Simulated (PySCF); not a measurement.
# S2 (triplet): changing the method

What do other methods print for S2 (triplet)?

Program: PySCF 2.14.0. Level of theory: each script names its method and basis. These are calculated values, not measurements.

2 further runs of the same task are left out: 2 that didn't finish.

## (1) The starting structure

S2 (triplet): 2 atoms, charge 0, spin multiplicity 3.

Bond lengths: S1–S2 1.970 Å.

## (2) Base script

File input.py:

```python
from pyscf import gto, dft

mol = gto.M(
    atom='S 0 0 0; S 0 0 1.97',
    basis='6-31g*',
    charge=0,
    spin=2,
    symmetry=True,
    verbose=4,
)
mf = dft.ROKS(mol, xc='tpssh')
mf.kernel()
g = mf.nuc_grad_method()
g.grid_response = True
g.kernel()
mf.dip_moment()
print('orbital energies (hartree):', mf.mo_energy[..., max(0, mol.nelec[1]-3):mol.nelec[0]+3].round(4))
```

Started as:

```bash
> OMP_NUM_THREADS=1 python input.py
```

Its log is not repeated here.

In short: E(SCF) = -796.355839 Eh, 6 cycles, μ = 0.00 D, gradient on the second atom 0.0258 Eh/bohr.

The bond length is a typed value, not an optimised one. The triplet is typed in the script; nothing here shows that it is the ground state.

## (3) MP2 (UHF)

Edit 1 changes step after the SCF: gradient → mp2; SCF type: ROKS → UHF; functional: tpssh → none (Hartree–Fock); frozen orbitals: none → 10.

File input.py:

```python
from pyscf import gto, scf, mp

mol = gto.M(
    atom='S 0 0 0; S 0 0 1.97',
    basis='6-31g*',
    charge=0,
    spin=2,
    symmetry=True,
    verbose=4,
)
mf = scf.UHF(mol)
mf.kernel()
mp.MP2(mf, frozen=10).kernel()
mf.dip_moment()
print('orbital energies (hartree):', [e[max(0, n-3):n+3].round(4) for e, n in zip(mf.mo_energy, mol.nelec)])
```

Started as:

```bash
> OMP_NUM_THREADS=1 python input.py
```

## (4) Hcth407

Edit 2 changes functional: tpssh → hcth407.

Edit input.py of step 2 so:

```diff
@@ -10,3 +10,3 @@
 )
-mf = dft.ROKS(mol, xc='tpssh')
+mf = dft.ROKS(mol, xc='hcth407')
 mf.kernel()
```

## (5) Population analysis

Edit 3 changes step after the SCF: gradient → analyze.

Edit input.py of step 2 so:

```diff
@@ -12,6 +12,3 @@
 mf.kernel()
-g = mf.nuc_grad_method()
-g.grid_response = True
-g.kernel()
-mf.dip_moment()
+mf.analyze()
 print('orbital energies (hartree):', mf.mo_energy[..., max(0, mol.nelec[1]-3):mol.nelec[0]+3].round(4))
```

## (6) B3lyp

Edit 4 changes functional: tpssh → b3lyp.

Edit input.py of step 2 so:

```diff
@@ -10,3 +10,3 @@
 )
-mf = dft.ROKS(mol, xc='tpssh')
+mf = dft.ROKS(mol, xc='b3lyp')
 mf.kernel()
```

Before running it: what results should come out? Wanted: for each run, E(SCF); from base; gap, α spin; after the SCF.

The runs gave:

```tsv
run	E(SCF) (hartree)	from base (eV)	cycles	gap, α spin (eV)	after the SCF
base	-796.355839	0	6	n/a	n/a
MP2 (UHF)	-795.008386	not comparable	9	13.65	MP2 correlation -6.170 eV, core frozen
hcth407	-796.426881	not comparable	6	n/a	n/a
population analysis	-796.355839	0.0000	6	n/a	n/a
b3lyp	-796.354320	not comparable	6	n/a	n/a
```

What this shows: A lower total energy from another functional means nothing by itself.
